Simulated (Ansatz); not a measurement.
Ansatz results at the PBE0-D4/def2-TZVP geometry: size of the dipole moment (B3LYP/def2-TZVPP) 3.25 D; LUMO energy (B3LYP/def2-TZVPP) -1.08 eV; HOMO energy (ωB97M-V/def2-TZVPP) -9.15 eV.

Each molecule was computed in one conformer, which needn't be the lowest.

Q: Which molecule gave them?
A. `C#COC(C)O`
B. `C=C(O)CC=O`
C. `OC(O)(O)F`
D. `N=CSCO`

A: B. The others give `N=CSCO`: 2.64, -0.69, -9.51; `C#COC(C)O`: 2.37, 0.46, -9.27; `OC(O)(O)F`: 1.87, 0.21, -11.52.

B3LYP here is the variant with VWN-RPA as its local correlation; programs differ in this.
